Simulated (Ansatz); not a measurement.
The input, for Ansatz 0.2.0:

```yaml
crystal:
  periodic: [false, false, false]
  atoms:
    - {symbol: C, position_ang: [0.000000, -0.163992, 0.077150]}
    - {symbol: H, position_ang: [0.000000, 1.414936, -1.858565]}
    - {symbol: H, position_ang: [0.000000, 0.539202, 0.939243]}
basis:
  gaussian: {orbitals: cc-pVDZ}
correlation: {method: fic_mrcisd_q, electrons: outside_noble_gas, active_space: {window: {electrons: 2, orbitals: 2}}}
```

```sh
$ ansatz run in.yaml --threads 1 --pin off --events-out ev --progress --plain --max-ram 2393MiB
```

Log:

```
220 factors; integrals over basis functions are off by at most 7.3e-4 eV
mean field evaluation 1: about -1051.4741 eV, gradient 1.5e1 eV
mean field evaluation 2: about -1051.4736 eV, gradient 1.5e1 eV
mean field evaluation 4: about -1052.5887 eV, gradient 1.6e0 eV
mean field evaluation 8: about -1052.6145 eV, gradient 1.8e-3 eV
mean field -1052.61447839 eV, -38.6828685933 hartree, gradient 1.2e-6 eV, S^2 0.000000; 0 other end points of the search recorded, 0 dependent functions left out; unrestricted orbitals would lower it
reference -1052.61447839 eV, -38.6828685933 hartree; 4, 4 occupied and 20, 20 virtual orbitals, 220 factors
state -1055.23940566 eV, -38.7793328912 hartree
contracted CI cycle   1: correlation 0.00000000 eV, 0.0000000000 hartree, residual 1.34e1 eV
contracted CI cycle   2: correlation -2.82361003 eV, -0.1037657548 hartree, residual 2.04e0 eV
contracted CI cycle   3: correlation -2.91787092 eV, -0.1072297786 hartree, residual 7.05e-1 eV
contracted CI cycle   4: correlation -2.92939394 eV, -0.1076532416 hartree, residual 2.81e-1 eV
contracted CI cycle   5: correlation -2.93125202 eV, -0.1077215248 hartree, residual 1.19e-1 eV
contracted CI cycle   6: correlation -2.93162296 eV, -0.1077351565 hartree, residual 6.12e-2 eV
contracted CI cycle   7: correlation -2.93172348 eV, -0.1077388508 hartree, residual 2.74e-2 eV
contracted CI cycle   8: correlation -2.93174130 eV, -0.1077395055 hartree, residual 1.05e-2 eV
contracted CI cycle   9: correlation -2.93174439 eV, -0.1077396192 hartree, residual 6.45e-3 eV
contracted CI cycle  10: correlation -2.93174581 eV, -0.1077396712 hartree, residual 4.04e-3 eV
contracted CI cycle  11: correlation -2.93174619 eV, -0.1077396853 hartree, residual 1.40e-3 eV
contracted CI cycle  12: correlation -2.93174623 eV, -0.1077396868 hartree, residual 4.58e-4 eV
state -1055.23940566 eV, -38.7793328912 hartree; corrected -1058.35839067 eV, -38.8939534761 hartree
Total energy: -1058.35839067 eV, -38.8939534761 hartree
```

For the same geometry and basis full CI lies 33.7 meV higher.

Ran on 1 thread of Arm Neoverse V2, shared host: 0.21 s wall, 0.16 GiB peak host memory.
